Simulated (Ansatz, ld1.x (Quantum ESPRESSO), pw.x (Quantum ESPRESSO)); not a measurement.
Sb: one change to the ultrasoft potential, in the atom and in the diamond crystal

- Element: Sb
- Generator: ld1.x (Quantum ESPRESSO) 7.5
- Type: ultrasoft
- Functional: LDA (PW92)
- Relativity: scalar-relativistic
- Frozen core: [Kr] 4d10
- Valence charge: 5
- Reference configuration: 5s2 5p3
- Partial waves: 5s (bound): rcut 1.55, rcutus 1.90 bohr; 5s channel at 2.5 Ry: rcut 1.55, rcutus 1.90 bohr; 5p (bound): rcut 2.30, rcutus 2.75 bohr; 5p channel at 0.65 Ry: rcut 2.30, rcutus 2.75 bohr; 5d channel at -0.2 Ry: rcut 2.45, rcutus 2.80 bohr; 5d channel at 1.85 Ry: rcut 2.45, rcutus 2.80 bohr
- Local potential: all-electron potential smoothed inside 1.65 bohr (lloc = -1)
- Core correction: none
- Augmentation charge: PSQ, radius 1.75 bohr

Change: wave 5d channel at -0.2 Ry: rcut 2.45, rcutus 2.80 bohr becomes 5d channel at 0.24 Ry: rcut 2.45, rcutus 2.80 bohr.

Cutoffs, loose and tight: the cutoffs (Ry, on a coarse ladder) from which the occupation-weighted sum of valence levels, in a spherical-Bessel basis at the reference potential, stays within 10 and 1 mRy of its value at 400 Ry. They do not see the model core or the augmentation charge, which bear on the density cutoff. Test errors are all-electron minus pseudo excitation energies from the reference, over the configurations 5s2 5p2; 5s2 5p1; 5s2 5p0; 5s2 5p2.5; 5s0 5p5; 5s2 5p3.3; 5s1 5p4 (two spin-polarised tests are not counted in the largest error); variants that change the core or the reference have their own tests.

Crystal test: diamond Sb in pw.x 7.5, no spin, 8³ k-points, Fermi–Dirac smearing 0.01 Ry, cutoffs set for each file from its atomic test. The reference is all-electron LAPW (Ansatz 0.2.0) with the same functional, mesh and smearing; V0 and B0 come from Birch–Murnaghan fits to the pressures at five volumes. Errors are pseudo minus all-electron; Δ is the rms difference of the E(V) curves that follow from these fits, minima aligned, over ±6 % about the mean V0. Mesh and smearing are coarse, so the numbers serve the comparison and aren't converged zero-temperature values; the lattice is a test structure that the element need not adopt.

All-electron: a0 = 6.821 Å (V0 = 39.67 Å³/atom), B0 = 37.1 GPa.

**Question.** Does the change bring the crystal closer to the all-electron result?

**Answer.** The mean pressure error goes from -0.20 to -0.30 GPa, so the change moves the solid further from the all-electron pressures.

```tsv
quantity	base	changed
outcome (atom)	generated	generated
cutoff, loose (atom)	10 Ry	10 Ry
cutoff, tight (atom)	15 Ry	15 Ry
bound ghosts (atom)	none	none
largest test error (meV) (atom)	+82	+82
cutoffs in pw.x (Ry)	40/320	40/320
a0 (Å)	6.809	6.802
a0 error (%)	-0.18	-0.27
B0 error (%)	+0.8	+0.8
Δ (meV/atom)	1.7	2.6
mean pressure error (GPa)	-0.20	-0.30
```

Base: The logarithmic derivative shows an extra or strongly shifted pseudo pole above the reference energy (s near 0.05 Ry). Changed file: The logarithmic derivative shows an extra or strongly shifted pseudo pole above the reference energy (s near 0.05 Ry). The atomic cutoffs weigh occupied waves only.
